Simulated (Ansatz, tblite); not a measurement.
# The cluster Cu₂H₂: charged states by level of theory

An exercise on one series of results from a longer session: the logs are not shown, and one member is left open.

The runs use Ansatz 0.2.0, Gaussian basis; as each input shows.

The runs, in order: charge +1 doublet, at the geometry of the singlet (PBE0-D4/def2-TZVP, PBE-D4/def2-TZVP, r2SCAN-D4/def2-TZVP, LC-ωPBE(0.10)/def2-TZVP, LC-ωPBE(0.15)/def2-TZVP, LC-ωPBE(0.20)/def2-TZVP, LC-ωPBE(0.30)/def2-TZVP, CCSD(T)/def2-TZVPP); charge +1 doublet, relaxed (PBE0-D4/def2-TZVP, PBE-D4/def2-TZVP); charge -1 doublet, at the geometry of the singlet (PBE0-D4/def2-TZVPD, PBE-D4/def2-TZVPD, r2SCAN-D4/def2-TZVPD, LC-ωPBE(0.10)/def2-TZVP, LC-ωPBE(0.15)/def2-TZVP, LC-ωPBE(0.20)/def2-TZVP, LC-ωPBE(0.30)/def2-TZVP, CCSD(T)/def2-TZVPD); the starting singlet's energies come from earlier runs.

1 further run of the same task is left out (set aside as unsound or not needed). Runs told in other sessions of the task aren't counted.

## The relaxed structure

The geometry is that of the singlet, from an earlier relaxation (PBE0-D4/def2-TZVP). At that level it is the lowest of the isomers that a small search found.

4 atoms, charge 0, spin multiplicity 1.

Atoms are counted from 1 here; the program's logs count them from 0.

Bond lengths: Cu1–Cu2 2.390 Å, Cu1–H3 1.524 Å, Cu1–H4 1.661 Å, Cu2–H4 1.575 Å. Angles: Cu2–Cu1–H3 139.3°, Cu2–Cu1–H4 41.0°, H3–Cu1–H4 179.7°, Cu1–Cu2–H4 43.8°, Cu1–H4–Cu2 95.2°.

No spin-orbit coupling is included.

Set-up of the first run:

in.yaml

```yaml
crystal:
  periodic: [false, false, false]
  atoms:
    - {symbol: Cu, position_ang: [0.382688, -0.055251, -0.487751]}
    - {symbol: Cu, position_ang: [-1.148009, 0.103264, 1.341220]}
    - {symbol: H, position_ang: [0.479393, -0.710033, -1.860499]}
    - {symbol: H, position_ang: [0.285927, 0.662020, 1.007030]}
basis:
  gaussian: {orbitals: def2-TZVP}
total_charge: 1
magnetization: {spin_polarized: true, initial_magnetization: 1}
hamiltonian: {xc: pbe0, dispersion: d4}
output: {orbitals: {seedname: orbitals}}
```

Started as:

```sh
$ ansatz run in.yaml --threads 4 --pin off --events-out ev --progress --plain --max-ram 3916MiB
```

Among the steps run: Charge +1 doublet at the fixed geometry, PBE0-D4/def2-TZVP; Charge +1 doublet at the fixed geometry, PBE-D4/def2-TZVP; Charge +1 doublet at the fixed geometry, r2SCAN-D4/def2-TZVP; Charge +1 doublet at the fixed geometry, LC-ωPBE(0.10)/def2-TZVP; Charge +1 doublet at the fixed geometry, LC-ωPBE(0.15)/def2-TZVP; Charge +1 doublet at the fixed geometry, LC-ωPBE(0.20)/def2-TZVP; Charge +1 doublet at the fixed geometry, LC-ωPBE(0.30)/def2-TZVP; Charge +1 doublet at the fixed geometry, CCSD(T)/def2-TZVPP; Relaxing the charge +1 doublet; Charge +1 doublet, PBE0-D4/def2-TZVP; Charge +1 doublet, PBE-D4/def2-TZVP; Charge -1 doublet at the fixed geometry, PBE0-D4/def2-TZVPD; Charge -1 doublet at the fixed geometry, PBE-D4/def2-TZVPD; Charge -1 doublet at the fixed geometry, r2SCAN-D4/def2-TZVPD; Charge -1 doublet at the fixed geometry, LC-ωPBE(0.10)/def2-TZVP; Charge -1 doublet at the fixed geometry, LC-ωPBE(0.15)/def2-TZVP; Charge -1 doublet at the fixed geometry, LC-ωPBE(0.20)/def2-TZVP; Charge -1 doublet at the fixed geometry, LC-ωPBE(0.30)/def2-TZVP; Charge -1 doublet at the fixed geometry, CCSD(T)/def2-TZVPD.

One of the session's tables, all rows but one given; the rest of the session is left out.

It belongs to the step «Vertical electron affinity». 

| method | vertical electron affinity (eV) |
| --- | --- |
| HF/def2-TZVPD | 0.73 |
| PBE-D4/def2-TZVPD | 1.43 |
| r2SCAN-D4/def2-TZVPD | ? |
| PBE0-D4/def2-TZVPD | 1.33 |
| MP2/def2-TZVPD | 1.12 |
| CCSD/def2-TZVPD | 1.12 |
| CCSD(T)/def2-TZVPD | 1.21 |

Estimate the missing values for r2SCAN-D4/def2-TZVPD.

The run gave: vertical electron affinity (eV): 1.48. In the column «vertical electron affinity (eV)» it is the highest.

Caveats from the session: The anion's highest level is positive in at least one run, so there the basis alone may hold the extra electron.
